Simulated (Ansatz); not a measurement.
Molecule: propene, C$_{3}$H$_{6}$, charge 0, multiplicity 1. 
Structure (B3LYP-D3(BJ)/def2-TZVP (Ansatz, a first-principles code) minimum search):
```
C
C 1 1.3267
H 2 1.0824 1 121.67
H 2 1.0845 3 116.84 1 180.00
H 1 1.0871 2 118.81 3 0.00
C 1 1.4957 5 116.00 2 180.00
H 6 1.0909 1 111.47 5 -180.00
H 6 1.0939 7 108.29 1 -122.37
H 6 1.0939 7 108.29 8 -115.25
```
Charge 0, spin multiplicity 1.

Basis-set convergence of Hartree-Fock and MP2 correlation energies (hartree) with Ansatz. Correlated levels leave the core frozen unless marked. No spin-orbit coupling. Non-relativistic.

```json
[
 {"basis": "aug-cc-pVDZ", "functions": "123", "E(HF)": "-117.08668", "E(corr, MP2)": "-0.43247"},
 {"basis": "aug-cc-pVTZ", "functions": "276", "E(HF)": "(withheld)", "E(corr, MP2)": "(withheld)"}
]
```

**Question.** Complete the blanks.

**Answer.** 
- aug-cc-pVTZ, E(HF): -117.11752
- aug-cc-pVTZ, E(corr, MP2): -0.51633
